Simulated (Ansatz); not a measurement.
Chalcopyrite CdGeAs₂ was calculated with LDA (Ansatz, a first-principles code, PAW).

Settings: plane-wave cutoff 520 eV, 8×8×8 k mesh, Fermi–Dirac smearing 0.01 eV, scalar-relativistic PAW data made under PBE.

A third-order Birch–Murnaghan fit to the energies gives V0 = 24.206 Å³/atom, B0 = 65.7 GPa, B′ = 4.7.

```json
[
 {"V (Å³/atom)": "23.237", "P (GPa)": "[?]"},
 {"V (Å³/atom)": "23.721", "P (GPa)": "[?]"},
 {"V (Å³/atom)": "24.206", "P (GPa)": "0.002"},
 {"V (Å³/atom)": "24.690", "P (GPa)": "-1.240"},
 {"V (Å³/atom)": "25.174", "P (GPa)": "[?]"}
]
```

### Question
Estimate the withheld pressures from this fit; the answers are the runs' own values.

### Answer

- 23.237, P (GPa): 2.953
- 23.721, P (GPa): 1.394
- 25.174, P (GPa): -2.350

The formula P = (3/2) B0 (x^(7/3) − x^(5/3)) [1 + (3/4)(B′ − 4)(x^(2/3) − 1)] with x = V0/V meets the computed pressures within 0.01 GPa when these rounded values are put in.

Shape and atoms are relaxed at each volume.

Measured, for comparison: bulk modulus 69.9 GPa (temperature not stated, no zero-point or thermal correction; as tabulated in Toher et al. (2017), arXiv:1611.05714). Computed (rounded) less measured: bulk modulus -6 %.

Note: the gap of the solid is closed in this run; this level leaves the solid without a gap, although one is measured; the bulk modulus comes from volumes at which shape and atoms were relaxed.

Computed values are for the static lattice.
